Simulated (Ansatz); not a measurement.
The input, for Ansatz 0.2.0:

```yaml
crystal:
  periodic: [false, false, false]
  atoms:
    - {symbol: Si, position_ang: [0.000000, 0.032553, 0.617233]}
    - {symbol: C, position_ang: [0.000000, -0.127023, -1.268554]}
    - {symbol: H, position_ang: [0.000000, 0.606549, -2.082531]}
basis:
  gaussian: {orbitals: 6-31G}
magnetization: {spin_polarized: false, initial_magnetization: 3}
correlation: {method: ccsdt_q_b, electrons: outside_noble_gas}
output: {forces: true}
```

```sh
$ ansatz run in.yaml --threads 1 --pin off --events-out ev --progress --plain --max-ram 2393MiB
```

Output:

```
509 factors; integrals over basis functions are off by at most 9.6e-8 eV
mean field evaluation 1: about -8901.4677 eV, gradient 8.4e0 eV
mean field evaluation 2: about -8901.4691 eV, gradient 8.4e0 eV
mean field evaluation 4: about -8902.5933 eV, gradient 2.1e0 eV
mean field evaluation 8: about -8902.6753 eV, gradient 1.3e-1 eV
mean field evaluation 16: about -8902.6425 eV, gradient 1.0e0 eV
mean field evaluation 32: about -8902.2893 eV, gradient 1.2e-1 eV
mean field evaluation 64: about -8902.6421 eV, gradient 6.1e-1 eV
mean field evaluation 96: about -8900.0901 eV, gradient 7.4e-2 eV
mean field evaluation 128: about -8899.3916 eV, gradient 3.6e0 eV
mean field evaluation 160: about -8902.2883 eV, gradient 1.4e-3 eV
...
cycle  15  -2.90833500 eV  change    1.0e-5 eV  update   1.2e-5
cycle  16  -2.90833655 eV  change   -1.5e-6 eV  update   7.2e-6
cycle  17  -2.90834299 eV  change   -6.4e-6 eV  update   4.0e-6
cycle  18  -2.90834525 eV  change   -2.3e-6 eV  update   2.3e-6
cycle  19  -2.90834489 eV  change    3.7e-7 eV  update   1.5e-6
cycle  20  -2.90834357 eV  change    1.3e-6 eV  update   1.1e-6
cycle  21  -2.90834267 eV  change    9.1e-7 eV  update   6.6e-7
cycle  22  -2.90834246 eV  change    2.1e-7 eV  update   3.5e-7
cycle  23  -2.90834230 eV  change    1.6e-7 eV  update   2.1e-7
cycle  24  -2.90834217 eV  change    1.2e-7 eV  update   1.2e-7
perturbative correction -0.00461306 eV, -0.0001695267 hartree
the calculation of the forces begins
Total energy: -8905.58861855 eV, -327.2743453068 hartree
Atom 0 at     0.000000     0.032553     0.617233 Å, force     0.000000     0.142716     1.465045 eV/Å
Atom 1 at     0.000000    -0.127023    -1.268554 Å, force     0.000000    -0.389310    -1.239607 eV/Å
Atom 2 at     0.000000     0.606549    -2.082531 Å, force    -0.000000     0.246593    -0.225438 eV/Å
Dipole moment:    -0.000000     0.052234    -0.192542 e Å
```

Forces (eV/Å):
```
Si   0.000  0.143  1.465
C    0.000 -0.389 -1.240
H    0.000  0.247 -0.225
```

Ran on 1 thread of Arm Neoverse V2, shared host: 11 s wall, 0.19 GiB peak host memory.
